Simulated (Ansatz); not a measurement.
**SiCl (quartet): the correlation ladder at distance Si1–Cl2 = 1.656 Å, 6-31G**

How much of the correlation energy of SiCl (quartet) does each wave-function method recover here?

Program: Ansatz 0.2.0, Gaussian basis. Level of theory: 6-31G, core rule «outside noble gas», up to 10 orbitals frozen. These are calculated values, not measurements.

The runs, in order: UHF; CCSD(T) on ROHF; CCSD(T) on UHF; BCCD(T) on ROHF; CISD; CCSDT(Q) on ROHF; CCSDT(Q) on UHF; CISDTQ; CCSDTQ on ROHF; CCSDTQ on UHF; CASSCF and MRCISD+Q, 5 electrons in 5 orbitals; CASSCF and NEVPT2, 5 electrons in 5 orbitals; CASSCF and MRCISD+Q, 11 electrons in 8 orbitals; CASSCF and NEVPT2, 11 electrons in 8 orbitals; Full CI.

17 further runs of the same task are left out: 14 that didn't finish, 3 set aside as unsound or not needed.

## 1. The geometry

The geometry derives from a PBE0/def2-TZVP stationary point (not a proven minimum). One bond is set to the value named and the two fragments are kept rigid.

2 atoms, charge 0, spin multiplicity 4.

Atoms are counted from 1 here; the program's logs count them from 0.

Bond lengths: Si1–Cl2 1.656 Å.

## 2. UHF

Input file in.yaml:

```yaml
crystal:
  periodic: [false, false, false]
  atoms:
    - {symbol: Si, position_ang: [0.000000, 0.000000, 0.000000]}
    - {symbol: Cl, position_ang: [0.000000, 0.000000, 1.656000]}
basis:
  gaussian: {orbitals: 6-31G}
magnetization: {spin_polarized: true, initial_magnetization: 3}
hamiltonian: {xc: hf}
output: {orbitals: {seedname: orbitals}}
```

Run with:

```console
$ ansatz run in.yaml --threads 1 --pin off --events-out ev --progress --plain --max-ram 2393MiB
```

After this run come: CCSD(T) on ROHF; CCSD(T) on UHF; BCCD(T) on ROHF; CISD; CCSDT(Q) on ROHF; CCSDT(Q) on UHF; CISDTQ; CCSDTQ on ROHF; CCSDTQ on UHF; CASSCF and MRCISD+Q, 5 electrons in 5 orbitals; CASSCF and NEVPT2, 5 electrons in 5 orbitals; CASSCF and MRCISD+Q, 11 electrons in 8 orbitals; CASSCF and NEVPT2, 11 electrons in 8 orbitals; Full CI.

Q: Predict the results of all the runs planned. Wanted: FCI below the RHF energy; RMP2 from FCI; UMP2 from FCI; RCCSD from FCI; RCCSD(T) from FCI; UCCSD(T) from FCI; RCCSDT(Q) from FCI; UCCSDT(Q) from FCI; NEVPT2 pair from FCI.

**Answer**, as computed:

| quantity | value |
| --- | --- |
| FCI below the RHF energy | -1.6036 eV |
| RMP2 from FCI | +271.3 meV |
| UMP2 from FCI | +264.8 meV |
| RCCSD from FCI | +27.4 meV |
| RCCSD(T) from FCI | +4.0 meV |
| UCCSD(T) from FCI | +3.9 meV |
| RCCSDT(Q) from FCI | -0.1 meV |
| UCCSDT(Q) from FCI | -0.4 meV |
| NEVPT2 pair from FCI | +220.3 meV |
| MRCISD+Q pair from FCI | +18.3 meV |
| NEVPT2 valence from FCI | +324.6 meV |
| levels within 1 kcal/mol (43 meV) | RCCSD, UCCSD, RCCSD(T), UCCSD(T), BCCD(T), RCCSDT, UCCSDT, CISDTQ, RCCSDT(Q), UCCSDT(Q), RCCSDTQ, UCCSDTQ, MRCISD+Q pair, MRCISD+Q valence |
| T1 diagnostic | 0.013 |
| effectively unpaired electrons | 3.01 |

In words: RCCSD(T) lands +4.0 meV from the yardstick (0.3 % of the correlation energy). One determinant dominates. Of the multireference levels listed MRCISD+Q valence comes nearest in total energy (+14.2 meV), which doesn't show that its space is the better one. These misses are within one basis, not against nature; the frozen cores of restricted and unrestricted runs differ, which can shift their rows.
